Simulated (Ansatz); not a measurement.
# CH4BN: the cost of one run

Program: Ansatz 0.2.0, driven from Python. Level of theory: PBE/cc-pVDZ. These are calculated values, not measurements.

## (1) Starting point

Bond lengths: B1–C2 1.506 Å, C2–N3 1.265 Å, B1–H4 1.142 Å, B1–H5 1.236 Å, C2–H6 1.101 Å, N3–H7 1.088 Å. Angles: B1–C2–N3 117.4°, B1–C2–H6 120.6°, N3–C2–H6 122.0°, C2–B1–H4 122.9°, C2–B1–H5 120.2°, H4–B1–H5 116.8°, C2–N3–H7 119.1°.

No structure file is read: the coordinates are typed or built in the script.

## (2) The code

Input file ch4bn_dimer.py:

```python
'''Binding of a CH4BN dimer at a trial geometry.'''

import ansatz as az

FIRST = [
    ('B', (-0.8688, 0.3144, -0.595)),
    ('C', (0.3126, 0.1041, 0.3156)),
    ('N', (0.8401, -1.0459, 0.3287)),
    ('H', (-1.27, -0.4987, -1.2885)),
    ('H', (-1.4263, 1.4168, -0.6468)),
    ('H', (0.6981, 0.9298, 0.933)),
    ('H', (1.714, -1.2205, 0.9527)),
]
SECOND = [
    ('B', (-1.5866, 0.1897, -3.9417)),
    ('C', (-2.8081, 1.0709, -3.919)),
    ('N', (-2.6241, 2.3185, -3.8158)),
    ('H', (-0.5229, 0.6029, -3.9108)),
    ('H', (-1.7058, -1.0372, -4.0378)),
    ('H', (-3.8154, 0.6345, -3.9997)),
    ('H', (-3.4851, 2.9834, -3.8278)),
]

def energy(atoms, ghosts=()):
    molecule = az.Crystal.molecule()
    for symbol, xyz in atoms:
        molecule = molecule.atom(symbol, xyz)
    calc = (
        molecule.calculation()
        .basis(gaussian='cc-pVDZ')
        .functional('PBE')
    )
    deck = calc.input()
    if ghosts:
        deck = deck.set(az.key.basis.gaussian.ghost_atoms, [{'symbol': s, 'position_ang': list(xyz)} for s, xyz in ghosts])
    return az.Session.from_dict(deck).plan().execute().report['free_energy_ev']


def main() -> None:
    # monomers in their own basis and in the basis of the dimer
    both = energy(FIRST + SECOND)
    alone = energy(FIRST) + energy(SECOND)
    ghosted = energy(FIRST, SECOND) + energy(SECOND, FIRST)
    print(f'dimer {both:.6f} eV')
    print(f'interaction, uncorrected   {(both - alone):8.3f} eV')
    print(f'interaction, counterpoise  {(both - ghosted):8.3f} eV')
    print(f'basis-set superposition    {(alone - ghosted):8.3f} eV')


if __name__ == '__main__':
    main()
```

## (3) The input behind the calls

The engine receives this input (first run):

```yaml
crystal:
  periodic: [false, false, false]
  atoms:
    - { symbol: B, position_ang: [-0.8688, 0.3144, -0.595] }
    - { symbol: C, position_ang: [0.3126, 0.1041, 0.3156] }
    - { symbol: "N", position_ang: [0.8401, -1.0459, 0.3287] }
    - { symbol: H, position_ang: [-1.27, -0.4987, -1.2885] }
    - { symbol: H, position_ang: [-1.4263, 1.4168, -0.6468] }
    - { symbol: H, position_ang: [0.6981, 0.9298, 0.933] }
    - { symbol: H, position_ang: [1.714, -1.2205, 0.9527] }
    - { symbol: B, position_ang: [-1.5866, 0.1897, -3.9417] }
    - { symbol: C, position_ang: [-2.8081, 1.0709, -3.919] }
    - { symbol: "N", position_ang: [-2.6241, 2.3185, -3.8158] }
    - { symbol: H, position_ang: [-0.5229, 0.6029, -3.9108] }
    - { symbol: H, position_ang: [-1.7058, -1.0372, -4.0378] }
    - { symbol: H, position_ang: [-3.8154, 0.6345, -3.9997] }
    - { symbol: H, position_ang: [-3.4851, 2.9834, -3.8278] }
basis:
  gaussian:
    orbitals: cc-pVDZ
hamiltonian:
  xc: pbe
```

## (4) Launch

Run with:

```sh
$ python ch4bn_dimer.py
```

What time and memory should one allow on 1 thread of Arm Neoverse V2, shared host?

About 9 s, with a peak of 0.22 GiB.
